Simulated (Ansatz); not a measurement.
`FC1CCCC1` at its PBE0-D4/def2-TZVP geometry, where that method's forces vanish. Charge 0, multiplicity 1.

```xyz
15

F     0.7498    0.0732   -2.0304
C    -0.3756    0.0306   -1.2027
C    -0.3322    1.2167   -0.2426
C     0.2254    0.6718    1.0886
C     0.6795   -0.7577    0.7799
C    -0.2775   -1.1983   -0.3222
H    -1.2428    0.0342   -1.8676
H     0.2963    1.9956   -0.6775
H    -1.3297    1.6432   -0.1168
H    -0.5642    0.6535    1.8449
H     1.0317    1.2891    1.4877
H     0.6590   -1.4095    1.6552
H     1.7019   -0.7573    0.3923
H     0.0463   -2.0753   -0.8850
H    -1.2679   -1.4099    0.0963
```

Problem. What forces (eV/Å) does B3LYP-D4/def2-TZVPP give on these atoms in Ansatz? (Estimate.)

Solution. Computed: 
```
F1   0.339  0.014 -0.272
C2  -0.430 -0.011 -0.028
C3  -0.088  0.306 -0.088
C4   0.031  0.157  0.285
C5   0.229 -0.177  0.145
C6  -0.133 -0.272 -0.063
H7   0.059  0.000  0.041
H8  -0.042 -0.034  0.034
H9   0.055 -0.016 -0.008
H10  0.048  0.008 -0.033
H11 -0.049 -0.032 -0.017
H12  0.008  0.034 -0.049
H13 -0.053 -0.009  0.038
H14 -0.024  0.042  0.038
H15  0.050 -0.008 -0.024
```

B3LYP here is the variant with VWN-RPA as its local correlation; programs differ in this.
